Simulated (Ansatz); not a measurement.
Two isomers of C3H4O2: A = `C=CC(=O)O`, B = `C1=COCO1`.

Program: Ansatz. Geometries: PBE0-D4/def2-TZVP. ΔE: electronic, gas phase. CCSD(T)/CBS is the MP2 limit (def2-TZVPP, def2-QZVPP) plus CCSD(T) − MP2 in def2-TZVPP, frozen cores. DFT in def2-TZVPP. B3LYP here is the variant with VWN-RPA as its local correlation; programs differ in this. Each species was taken in one conformer, which may not be the lowest.

A:

```xyz
9

C    -0.693    0.743    1.047
C     0.424    0.158    0.633
C     0.568   -0.518   -0.668
O     1.585   -1.047   -1.037
O    -0.547   -0.493   -1.419
H    -0.746    1.226    2.015
H    -1.583    0.754    0.430
H     1.323    0.139    1.238
H    -0.331   -0.961   -2.237
```

B:

Z-matrix (Å, degrees):
```
C
O 1 1.414
O 1 1.414 2 106.9
H 1 1.090 2 110.0 3 -119.4
H 1 1.103 2 109.2 3 118.1
C 2 1.377 1 103.6 3 -22.9
C 3 1.377 1 103.6 2 22.9
H 6 1.076 2 117.7 1 -168.6
H 7 1.076 3 117.8 1 168.6
```

(1) Which isomer does CCSD(T)/CBS put lower? Give the gap. (An estimate is asked.)

(2) Give E(B) − E(A) in kJ/mol with HF/def2-TZVPP, PBE0-D4, PBE-D4, ωB97M-V, B3LYP, CCSD/def2-TZVPP, LDA (SPW92). (Estimate.)

(3) Does the order hold for the free energy at 298.15 K (harmonic terms from PBE0-D4)? (Best estimate.)

Largest T1 diagnostic: 0.015.

Results:

(1) Computed: A, by 140.6 kJ/mol.

(2) Ansatz gave: HF/def2-TZVPP 157.9, PBE0-D4 133.4, PBE-D4 138.6, ωB97M-V 139.2, B3LYP 150.4, CCSD/def2-TZVPP 140.7, LDA (SPW92) 113.0. None reverses the order clearly.

(3) Ansatz gave: Yes: G(B) − G(A) = +147.7 kJ/mol, for one conformer each.

At CCSD(T), def2-SVP lies +11.9 kJ/mol from the extrapolated value and def2-TZVPP +0.2 kJ/mol. From BLYP to BHLYP (50 % exact exchange), in def2-TZVPP and without D4, E(B) − E(A) moves by −11.6 kJ/mol.
